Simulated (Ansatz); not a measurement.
# SiBH3S (SMILES B[SiH]=S): single points off equilibrium

The atoms stand at a structure displaced at random from a GFN2-xTB minimum. How far do the functionals agree with CCSD(T) there?

Program: Ansatz 0.2.0, Gaussian basis. Level of theory: single points in def2-TZVPP. These are calculated values, not measurements.

Correlated methods freeze the cores. B3LYP uses VWN-RPA correlation.

### 1 The starting structure

SMILES `B[SiH]=S`, 6 atoms, charge 0, spin multiplicity 1.

Atoms are counted from 1 here; the program's logs count them from 0.

Bond lengths: B1–Si2 1.954 Å, B1–H4 1.290 Å, B1–H5 1.097 Å, Si2–S3 1.982 Å, Si2–H6 1.403 Å. Angles: Si2–B1–H4 119.1°, Si2–B1–H5 122.7°, H4–B1–H5 117.5°, B1–Si2–S3 122.5°, B1–Si2–H6 118.2°, S3–Si2–H6 119.2°.

Geometry (Å):

```xyz
6

B     0.3764   -0.4100   -0.8590
Si   -0.3471    0.2415    0.8347
S     0.0178    2.0664    1.5160
H     0.1086   -1.6145   -1.2344
H     0.8762    0.2473   -1.5818
H    -1.0939   -0.6470    1.6223
```

### 2 CCSD(T)/def2-TZVPP

File run/in.yaml:

```yaml
crystal:
  periodic: [false, false, false]
  atoms:
    - {symbol: B, position_ang: [0.376400, -0.410000, -0.859000]}
    - {symbol: Si, position_ang: [-0.347100, 0.241500, 0.834700]}
    - {symbol: S, position_ang: [0.017800, 2.066400, 1.516000]}
    - {symbol: H, position_ang: [0.108600, -1.614500, -1.234400]}
    - {symbol: H, position_ang: [0.876200, 0.247300, -1.581800]}
    - {symbol: H, position_ang: [-1.093900, -0.647000, 1.622300]}
basis:
  gaussian: {orbitals: def2-TZVPP}
correlation: {method: ccsd_t}
output: {forces: true}
```

The command line of these runs was not kept.

### 3 PBE0-D4/def2-TZVPP

run/in.yaml, as its differences from that of step 2:

```diff
@@ -11,3 +11,3 @@
   gaussian: {orbitals: def2-TZVPP}
-correlation: {method: ccsd_t}
-output: {forces: true}
+hamiltonian: {xc: pbe0, dispersion: d4}
+output: {forces: true, orbitals: {seedname: orbitals}}
```

### 4 wB97M-V/def2-TZVPP

run/in.yaml, as its differences from that of step 3:

```diff
@@ -11,3 +11,3 @@
   gaussian: {orbitals: def2-TZVPP}
-hamiltonian: {xc: pbe0, dispersion: d4}
-output: {forces: true, orbitals: {seedname: orbitals}}
+hamiltonian: {xc: {name: wB97M-V}}
+output: {forces: true}
```

### 5 r2SCAN-D4/def2-TZVPP

run/in.yaml, as its differences from that of step 4:

```diff
@@ -11,3 +11,3 @@
   gaussian: {orbitals: def2-TZVPP}
-hamiltonian: {xc: {name: wB97M-V}}
+hamiltonian: {xc: r2scan, dispersion: d4}
 output: {forces: true}
```

### 6 PBE-D4/def2-TZVPP

run/in.yaml, as its differences from that of step 5:

```diff
@@ -11,3 +11,3 @@
   gaussian: {orbitals: def2-TZVPP}
-hamiltonian: {xc: r2scan, dispersion: d4}
+hamiltonian: {xc: pbe, dispersion: d4}
 output: {forces: true}
```

### 7 B3LYP-D4/def2-TZVPP

run/in.yaml, as its differences from that of step 6:

```diff
@@ -11,3 +11,3 @@
   gaussian: {orbitals: def2-TZVPP}
-hamiltonian: {xc: pbe, dispersion: d4}
+hamiltonian: {xc: {name: B3LYP}, dispersion: d4}
 output: {forces: true}
```

### 8 BLYP-D4/def2-TZVPP

run/in.yaml, as its differences from that of step 7:

```diff
@@ -11,3 +11,3 @@
   gaussian: {orbitals: def2-TZVPP}
-hamiltonian: {xc: {name: B3LYP}, dispersion: d4}
+hamiltonian: {xc: {name: BLYP}, dispersion: d4}
 output: {forces: true}
```

(Steps that only read results are left out.)

**Question.** What will these runs give? Wanted: energy less free atoms, CCSD(T)/def2-TZVPP; RMS force component; RMS force error; HOMO and LUMO, PBE0-D4; T1 diagnostic.

**Answer**, as computed:

```
                                  quantity                                                                                            value
energy less free atoms, CCSD(T)/def2-TZVPP                                                                                  -409.6 kcal/mol
                       RMS force component                                                             1.319 to 1.416 eV/Å over the methods
                           RMS force error  PBE0-D4 0.137, wB97M-V 0.216, r2SCAN-D4 0.084, PBE-D4 0.172, B3LYP-D4 0.065, BLYP-D4 0.178 eV/Å
                    HOMO and LUMO, PBE0-D4                                                                               -6.96 and -4.03 eV
                             T1 diagnostic                                                                                            0.022
```

In words: Against CCSD(T) the functionals' energies less atoms differ by -19.2 to -13.4 kcal/mol, PBE-D4 by -19.2 kcal/mol. CCSD(T) in triple zeta still lacks some correlation energy of the bonds, so part of these gaps is its own basis error and they don't rank the functionals. The forces of B3LYP-D4 come nearest to CCSD(T), those of wB97M-V are farthest. Frozen-core CCSD(T) forces in triple zeta carry basis errors of their own, and this is one geometry, so small gaps rank nothing. The restricted Hartree–Fock reference is unstable towards an unrestricted one at one or more of these structures.
